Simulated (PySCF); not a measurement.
# Metal Hydrosulfide (NaHS): NMR shifts in gas and solvents

Aim: compute the NMR shifts of Metal Hydrosulfide (NaHS) (`[Na][SH]`), and see what a dielectric continuum does where one was used.

Programs: PySCF 2.14.0, with density-fitted response routines of our own. Each step states its level of theory. These are calculated values for one molecule, in the gas phase or a continuum, unless marked as measured. Atoms are numbered from 0 throughout.

## Step 1: Starting geometry

3 atoms, charge 0, multiplicity 1; geometry from: GFN2-xTB. The atoms were then displaced at random by about 0.01 Å, so the start is not that level's minimum.

Bonds of the start (Å): Na0–S1 2.52, S1–H2 1.33.

## Step 2: Optimising the geometry at PBE0-D3(BJ)/def2-TZVP

What the job is given:

```
{"job": {"xc": "PBE0", "basis": "def2-TZVP", "d3": "d3bj", "grid": 2, "shake": 0.01, "kind": "geom"}, "charge": 0, "multiplicity": 1}
Na     1.830660    -0.227870     0.001820
S     -0.534900     0.642230    -0.013790
H     -1.289750    -0.449300    -0.007220
```

Command:

```bash
OMP_NUM_THREADS=1 python probes_run.py task.json out
```

One launch serves the whole session: the jobs run in the order shown.

The log of the run:

```text
step   0  E = -560.88839945  max force = 0.007896
step   1  E = -560.88931163  max force = 0.002734
step   2  E = -560.88934498  max force = 0.000779
step   3  E = -560.88935313  max force = 0.000516
step   4  E = -560.88935326  max force = 0.000206
optimisation converged
```

Wall time 8.5 s (1 thread of Arm Neoverse N1, shared host); peak memory 0.31 GiB.

Along the way:

```
step  energy from step 0 (eV)  largest force component (eV/Å)
   0                   0.0000                          0.4060
   1                  -0.0248                          0.1406
   2                  -0.0257                          0.0401
   3                  -0.0260                          0.0265
   4                  -0.0260                          0.0106
```

Distances of close pairs at the start and the end, largest changes first:

```
  bond  before (Å)  after (Å)  change (Å)
Na0–S1       2.521      2.478      -0.043
 S1–H2       1.327      1.344      +0.017
```

The end geometry stands in the next job.

```
                         at the end point                value
  point group (found at 0.08 Å tolerance)                   Cs
rotational constants (GHz, main isotopes)  288.0, 6.062, 5.937
                        dipole moment (D)                 8.23
```

## Step 3: Nuclear shieldings: PBE0/pcSseg-2

What the job is given:

```
{"job": {"kind": "nmr", "xc": "PBE0", "basis": "pcSseg-2"}, "charge": 0, "multiplicity": 1}
Na     1.709706    -0.327014     0.003615
S     -0.528712     0.735301    -0.015127
H     -1.175039    -0.443216    -0.007668
```

With the program's defaults for keys left out, this is: GIAO PBE0/pcSseg-2 NMR shielding, non-relativistic, gas phase.

The log of the run:

```text
coarse grid: 3872 points
cycle   1  E = -560.8452751085  dE = -7.453e-02  |g| = 3.592e-01  |ddm| = 1.153e+00
cycle   2  E = -560.7754113587  dE =  6.986e-02  |g| = 5.849e-01  |ddm| = 1.153e+00
cycle   3  E = -560.8975274849  dE = -1.221e-01  |g| = 2.895e-02  |ddm| = 7.029e-01
cycle   4  E = -560.8976844915  dE = -1.570e-04  |g| = 1.306e-02  |ddm| = 4.659e-02
cycle   5  E = -560.8977277169  dE = -4.323e-05  |g| = 2.889e-03  |ddm| = 1.432e-02
cycle   6  E = -560.8977295819  dE = -1.865e-06  |g| = 5.500e-04  |ddm| = 2.714e-03
final grid: 28432 points
cycle   7  E = -560.9025754617  dE = -1.564e-05  |g| = 4.464e-03  |ddm| = 1.261e-02
cycle   8  E = -560.9025744189  dE =  1.043e-06  |g| = 4.509e-03  |ddm| = 7.378e-03
cycle   9  E = -560.9025789551  dE = -4.536e-06  |g| = 5.211e-04  |ddm| = 4.537e-03
cycle  10  E = -560.9025790161  dE = -6.100e-08  |g| = 3.867e-05  |ddm| = 4.803e-04
cycle  11  E = -560.9025790163  dE = -1.332e-10  |g| = 1.018e-05  |ddm| = 2.099e-05
converged SCF energy = -560.9025790163

GIAO shielding tensors (ppm)
atom      isotropic    diamagn.    paramagn.     s11        s22        s33       span
  0 Na     563.162     629.049     -65.886    528.765    535.633    625.089     96.324
  1 S      871.058    1056.869    -185.811    797.255    820.362    995.556    198.301
  2 H       33.844      31.021       2.823     26.864     28.598     46.070     19.207
```

Run time: 4.8 s. Hardware: 1 thread of Arm Neoverse N1, shared host; peak memory 0.33 GiB.

The references, computed at this level on geometries of the same kind, shield at (ppm): 1H TMS 31.52, 33S CS2 513. Their shielding less the atom's gives the shift. The references are single molecules in the gas phase.

```
atoms                        environment  σ (ppm)  δ (ppm)
   H2  hydrogen on a sulfur bonded to Na    33.84    -2.32
  Na0                     Na bonded to S      563        –
   S1             sulfur bonded to Na, H      871     -358
```

Charges from the same density, by scheme (e):

```
atoms  Mulliken    IAO  Hirshfeld  ESP fit
  Na0      0.61   0.77       0.54     0.70
   S1     -0.64  -0.84      -0.53    -0.82
```

Mayer bond orders: Na0–S1 0.68.

## Step 4: Shielding tensors: KT3/pcSseg-2

What the job is given:

```
{"job": {"kind": "nmr", "xc": "KT3", "basis": "pcSseg-2", "pop": false}, "charge": 0, "multiplicity": 1}
Na     1.709706    -0.327014     0.003615
S     -0.528712     0.735301    -0.015127
H     -1.175039    -0.443216    -0.007668
```

With the program's defaults for keys left out, this is: GIAO KT3/pcSseg-2 NMR shielding, non-relativistic, gas phase.

The log of the run:

```text
coarse grid: 3872 points
cycle   1  E = -565.4567801148  dE = -9.574e-03  |g| = 4.586e-01  |ddm| = 1.175e+00
cycle   2  E = -564.3552050904  dE =  1.102e+00  |g| = 1.435e+00  |ddm| = 2.286e+00
cycle   3  E = -565.5304662004  dE = -1.175e+00  |g| = 1.103e-01  |ddm| = 2.038e+00
cycle   4  E = -565.5338917669  dE = -3.426e-03  |g| = 8.131e-02  |ddm| = 3.479e-01
cycle   5  E = -565.5359492722  dE = -2.058e-03  |g| = 2.050e-02  |ddm| = 1.029e-01
cycle   6  E = -565.5361572840  dE = -2.080e-04  |g| = 3.277e-03  |ddm| = 3.546e-02
cycle   7  E = -565.5361591476  dE = -1.864e-06  |g| = 1.578e-03  |ddm| = 4.582e-03
final grid: 28432 points
cycle   8  E = -565.5605534559  dE = -7.413e-05  |g| = 9.667e-03  |ddm| = 1.726e-02
cycle   9  E = -565.5605541744  dE = -7.185e-07  |g| = 7.423e-03  |ddm| = 5.980e-03
cycle  10  E = -565.5605597326  dE = -5.558e-06  |g| = 1.483e-03  |ddm| = 4.373e-03
cycle  11  E = -565.5605600271  dE = -2.945e-07  |g| = 7.556e-04  |ddm| = 2.314e-03
cycle  12  E = -565.5605602399  dE = -2.128e-07  |g| = 1.167e-04  |ddm| = 1.152e-03
cycle  13  E = -565.5605602458  dE = -5.914e-09  |g| = 2.934e-05  |ddm| = 2.017e-04
cycle  14  E = -565.5605602461  dE = -2.593e-10  |g| = 2.827e-06  |ddm| = 3.112e-05
converged SCF energy = -565.5605602461

GIAO shielding tensors (ppm)
atom      isotropic    diamagn.    paramagn.     s11        s22        s33       span
  0 Na     576.819     631.118     -54.298    551.186    553.457    625.814     74.628
  1 S      837.156    1058.867    -221.711    795.646    797.303    918.519    122.873
  2 H       33.858      31.329       2.529     27.155     29.137     45.281     18.126
```

Run time: 3.5 s. Hardware: 1 thread of Arm Neoverse N1, shared host; peak memory 0.33 GiB.

This run: σ Na0 577, S1 837, H2 33.86 ppm.

## Step 5: Shielding tensors: wB97X-D/pcSseg-2

What the job is given:

```
{"job": {"kind": "nmr", "xc": "wB97X-D", "basis": "pcSseg-2", "pop": false}, "charge": 0, "multiplicity": 1}
Na     1.709706    -0.327014     0.003615
S     -0.528712     0.735301    -0.015127
H     -1.175039    -0.443216    -0.007668
```

Level: GIAO wB97X-D/pcSseg-2 NMR shielding, non-relativistic, gas phase.

The log of the run:

```text
coarse grid: 3872 points
cycle   1  E = -561.0853191019  dE = -1.627e-01  |g| = 3.558e-01  |ddm| = 1.137e+00
cycle   2  E = -561.1099886378  dE = -2.467e-02  |g| = 3.197e-01  |ddm| = 7.362e-01
cycle   3  E = -561.1329901594  dE = -2.300e-02  |g| = 2.699e-02  |ddm| = 2.780e-01
cycle   4  E = -561.1331668695  dE = -1.767e-04  |g| = 5.391e-03  |ddm| = 2.824e-02
cycle   5  E = -561.1331863427  dE = -1.947e-05  |g| = 1.610e-03  |ddm| = 1.247e-02
cycle   6  E = -561.1331879753  dE = -1.633e-06  |g| = 5.823e-04  |ddm| = 2.555e-03
final grid: 28432 points
cycle   7  E = -561.1366052766  dE = -3.014e-05  |g| = 4.570e-03  |ddm| = 1.198e-02
cycle   8  E = -561.1366064585  dE = -1.182e-06  |g| = 2.755e-03  |ddm| = 2.956e-03
cycle   9  E = -561.1366071636  dE = -7.051e-07  |g| = 1.512e-04  |ddm| = 1.396e-03
cycle  10  E = -561.1366071808  dE = -1.714e-08  |g| = 6.138e-05  |ddm| = 3.139e-04
cycle  11  E = -561.1366071839  dE = -3.111e-09  |g| = 2.739e-05  |ddm| = 1.328e-04
cycle  12  E = -561.1366071845  dE = -6.015e-10  |g| = 8.249e-06  |ddm| = 5.374e-05
converged SCF energy = -561.1366071845

GIAO shielding tensors (ppm)
atom      isotropic    diamagn.    paramagn.     s11        s22        s33       span
  0 Na     560.926     629.144     -68.218    524.145    532.307    626.326    102.181
  1 S      880.845    1057.296    -176.451    788.993    824.529   1029.013    240.020
  2 H       34.211      31.296       2.915     27.276     28.876     46.481     19.205
```

It took 3 s on 1 thread of Arm Neoverse N1, shared host; peak memory 0.33 GiB.

Key values: σ Na0 561, S1 881, H2 34.21 ppm.

## Step 6: Shielding tensors: B97-2/pcSseg-2

What the job is given:

```
{"job": {"kind": "nmr", "xc": "B97-2", "basis": "pcSseg-2", "pop": false}, "charge": 0, "multiplicity": 1}
Na     1.709706    -0.327014     0.003615
S     -0.528712     0.735301    -0.015127
H     -1.175039    -0.443216    -0.007668
```

Method: GIAO B97-2/pcSseg-2 NMR shielding, non-relativistic, gas phase.

The log of the run:

```text
coarse grid: 3872 points
cycle   1  E = -561.1019673800  dE = -6.412e-02  |g| = 3.737e-01  |ddm| = 1.153e+00
cycle   2  E = -560.9842285539  dE =  1.177e-01  |g| = 6.766e-01  |ddm| = 1.268e+00
cycle   3  E = -561.1583934743  dE = -1.742e-01  |g| = 3.192e-02  |ddm| = 8.355e-01
cycle   4  E = -561.1587014039  dE = -3.079e-04  |g| = 1.849e-02  |ddm| = 7.274e-02
cycle   5  E = -561.1588006551  dE = -9.925e-05  |g| = 3.445e-03  |ddm| = 2.091e-02
cycle   6  E = -561.1588033267  dE = -2.672e-06  |g| = 7.049e-04  |ddm| = 3.384e-03
final grid: 28432 points
cycle   7  E = -561.1676767727  dE = -1.780e-05  |g| = 2.309e-03  |ddm| = 9.718e-03
cycle   8  E = -561.1676769537  dE = -1.810e-07  |g| = 1.143e-03  |ddm| = 1.516e-03
cycle   9  E = -561.1676771271  dE = -1.733e-07  |g| = 3.899e-04  |ddm| = 1.002e-03
cycle  10  E = -561.1676771529  dE = -2.582e-08  |g| = 7.962e-05  |ddm| = 3.695e-04
cycle  11  E = -561.1676771545  dE = -1.566e-09  |g| = 1.852e-05  |ddm| = 1.015e-04
cycle  12  E = -561.1676771546  dE = -1.088e-10  |g| = 9.149e-07  |ddm| = 2.226e-05
converged SCF energy = -561.1676771546

GIAO shielding tensors (ppm)
atom      isotropic    diamagn.    paramagn.     s11        s22        s33       span
  0 Na     566.464     629.355     -62.891    533.404    540.417    625.573     92.170
  1 S      868.234    1057.462    -189.228    791.257    814.936    998.509    207.252
  2 H       34.066      31.195       2.872     27.152     28.876     46.170     19.018
```

It took 2.4 s on 1 thread of Arm Neoverse N1, shared host; peak memory 0.33 GiB.

Key values: σ Na0 566, S1 868, H2 34.07 ppm.

## Step 7: Shielding tensors: WP04/pcSseg-2 in chloroform

What the job is given:

```
{"job": {"kind": "nmr", "xc": "WP04", "basis": "pcSseg-2", "pop": false, "solvent": "chloroform"}, "charge": 0, "multiplicity": 1}
Na     1.709706    -0.327014     0.003615
S     -0.528712     0.735301    -0.015127
H     -1.175039    -0.443216    -0.007668
```

Method: GIAO WP04/pcSseg-2 NMR shielding, non-relativistic, IEF-PCM chloroform.

The log of the run:

```text
coarse grid: 3872 points
cycle   1  E = -567.2318760460  dE = -7.219e-02  |g| = 5.623e-01  |ddm| = 1.198e+00
cycle   2  E = -567.1739687849  dE =  5.791e-02  |g| = 7.227e-01  |ddm| = 1.326e+00
cycle   3  E = -567.3156622747  dE = -1.417e-01  |g| = 4.826e-02  |ddm| = 7.700e-01
cycle   4  E = -567.3159857693  dE = -3.235e-04  |g| = 1.711e-02  |ddm| = 3.759e-02
cycle   5  E = -567.3160129213  dE = -2.715e-05  |g| = 8.481e-04  |ddm| = 8.199e-03
cycle   6  E = -567.3160132038  dE = -2.825e-07  |g| = 2.517e-04  |ddm| = 1.552e-03
final grid: 28432 points
cycle   7  E = -567.3206676542  dE = -2.216e-05  |g| = 1.679e-03  |ddm| = 1.234e-02
cycle   8  E = -567.3206677000  dE = -4.588e-08  |g| = 1.340e-03  |ddm| = 1.772e-03
cycle   9  E = -567.3206679477  dE = -2.477e-07  |g| = 1.899e-04  |ddm| = 1.094e-03
cycle  10  E = -567.3206679560  dE = -8.259e-09  |g| = 9.292e-05  |ddm| = 2.713e-04
cycle  11  E = -567.3206679576  dE = -1.630e-09  |g| = 7.294e-06  |ddm| = 6.762e-05
cycle  12  E = -567.3206679576  dE = -1.739e-11  |g| = 5.418e-07  |ddm| = 7.925e-06
converged SCF energy = -567.3206679576

GIAO shielding tensors (ppm)
atom      isotropic    diamagn.    paramagn.     s11        s22        s33       span
  0 Na     574.704     630.777     -56.073    543.703    550.351    630.059     86.357
  1 S      845.684    1062.110    -216.426    734.010    758.631   1044.409    310.399
  2 H       35.084      32.242       2.842     28.443     29.806     47.002     18.558
```

Wall time 2.5 s (1 thread of Arm Neoverse N1, shared host); peak memory 0.33 GiB.

Key values: σ Na0 575, S1 846, H2 35.08 ppm.

## Step 8: Shielding tensors: wB97X-D/pcSseg-2 in chloroform

What the job is given:

```
{"job": {"kind": "nmr", "xc": "wB97X-D", "basis": "pcSseg-2", "pop": false, "solvent": "chloroform"}, "charge": 0, "multiplicity": 1}
Na     1.709706    -0.327014     0.003615
S     -0.528712     0.735301    -0.015127
H     -1.175039    -0.443216    -0.007668
```

Method: GIAO wB97X-D/pcSseg-2 NMR shielding, non-relativistic, IEF-PCM chloroform.

The log of the run:

```text
coarse grid: 3872 points
cycle   1  E = -561.1141250284  dE = -1.912e-01  |g| = 3.376e-01  |ddm| = 1.136e+00
cycle   2  E = -561.1387470589  dE = -2.462e-02  |g| = 2.797e-01  |ddm| = 6.807e-01
cycle   3  E = -561.1550448856  dE = -1.630e-02  |g| = 2.550e-02  |ddm| = 2.374e-01
cycle   4  E = -561.1552349923  dE = -1.901e-04  |g| = 5.522e-03  |ddm| = 2.941e-02
cycle   5  E = -561.1552674545  dE = -3.246e-05  |g| = 1.712e-03  |ddm| = 1.693e-02
cycle   6  E = -561.1552703014  dE = -2.847e-06  |g| = 6.722e-04  |ddm| = 4.241e-03
final grid: 28432 points
cycle   7  E = -561.1587111135  dE = -3.179e-05  |g| = 4.571e-03  |ddm| = 1.252e-02
cycle   8  E = -561.1587124234  dE = -1.310e-06  |g| = 2.708e-03  |ddm| = 3.197e-03
cycle   9  E = -561.1587130958  dE = -6.725e-07  |g| = 1.695e-04  |ddm| = 1.326e-03
cycle  10  E = -561.1587131217  dE = -2.588e-08  |g| = 5.551e-05  |ddm| = 4.332e-04
cycle  11  E = -561.1587131261  dE = -4.342e-09  |g| = 1.794e-05  |ddm| = 1.948e-04
cycle  12  E = -561.1587131265  dE = -4.441e-10  |g| = 7.554e-06  |ddm| = 6.726e-05
converged SCF energy = -561.1587131265

GIAO shielding tensors (ppm)
atom      isotropic    diamagn.    paramagn.     s11        s22        s33       span
  0 Na     566.265     628.295     -62.030    532.317    538.548    627.930     95.613
  1 S      889.151    1058.516    -169.366    798.660    821.647   1047.144    248.484
  2 H       34.029      31.725       2.304     27.128     28.347     46.612     19.484
```

Wall time 3.1 s (1 thread of Arm Neoverse N1, shared host); peak memory 0.34 GiB.

This run: σ Na0 566, S1 889, H2 34.03 ppm.

## Step 9: Comparing the runs: NMR shifts

Isotropic shieldings (ppm), with basis size and wall time:

```
                           run     H2  Na0   S1  functions   time
                 PBE0/pcSseg-2  33.84  563  871         85  4.8 s
                  KT3/pcSseg-2  33.86  577  837         85  3.5 s
              wB97X-D/pcSseg-2  34.21  561  881         85    3 s
                B97-2/pcSseg-2  34.07  566  868         85  2.4 s
   WP04/pcSseg-2 in chloroform  35.08  575  846         85  2.5 s
wB97X-D/pcSseg-2 in chloroform  34.03  566  889         85  3.1 s
```

## Step 10: Results

```
                                            quantity                   value
                                         point group                      Cs
                rotational constants (main isotopes)  287.95, 6.06, 5.94 GHz
               1H shifts against TMS (PBE0/pcSseg-2)               -2.32 ppm
              33S shifts against CS2 (PBE0/pcSseg-2)                -358 ppm
                    shieldings of Na (PBE0/pcSseg-2)           Na0 563.2 ppm
range of the shielding of S1 (wB97X-D/pcSseg-2 runs)          881 to 889 ppm
```

In words: The optimisation took 4 steps and gained 0.026 eV; among the close pairs (by a distance rule), Na0–S1 changed most, from 2.521 to 2.478 Å. At PBE0/pcSseg-2: The largest span, 198 ppm, is at S1, where the paramagnetic term is -186 ppm. At one level, wB97X-D/pcSseg-2: In ppm, S1 moves most: its shielding spreads over 8 ppm, from 881 (wB97X-D/pcSseg-2) to 889 (wB97X-D/pcSseg-2 in chloroform).
